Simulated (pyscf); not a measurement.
Thermochemistry of product channels of GeH₄ + OH• on the doublet surface, in kcal/mol, from ωB97M-D3(BJ)/def2-TZVP energies (ideal gas, 1 atm, RRHO with modes under 100 cm⁻¹ raised to 100, one conformer, R ln 2 for rigid chiral ones). PySCF, gas phase, ωB97X-D3(BJ)/def2-SVP geometries.

```tsv
products	ΔE	ΔH(298 K)	ΔG(900 K)	ΔG(1200 K)
•O–GeH₃ + H₂	[?]	-3.8	-5.5	-6.5
GeH₃• + H₂O	[?]	-31.1	-35.8	[?]
HO–GeH₂• + H₂	-34.8	-34.9	-38.3	-39.9
HO–GeH₃ + H•	-13.8	-14.8	-13.8	-14.1
```

Q: Complete the blanks.

A: 
- •O–GeH₃ + H₂, ΔE: -1.7
- GeH₃• + H₂O, ΔE: -33.5
- GeH₃• + H₂O, ΔG(1200 K): -37.1

These are energies of the channels, which say nothing of barriers. Left out: orbital degeneracy and the spin-orbit lowering of OH. Elements up to Kr have no core potential and no relativistic terms here.
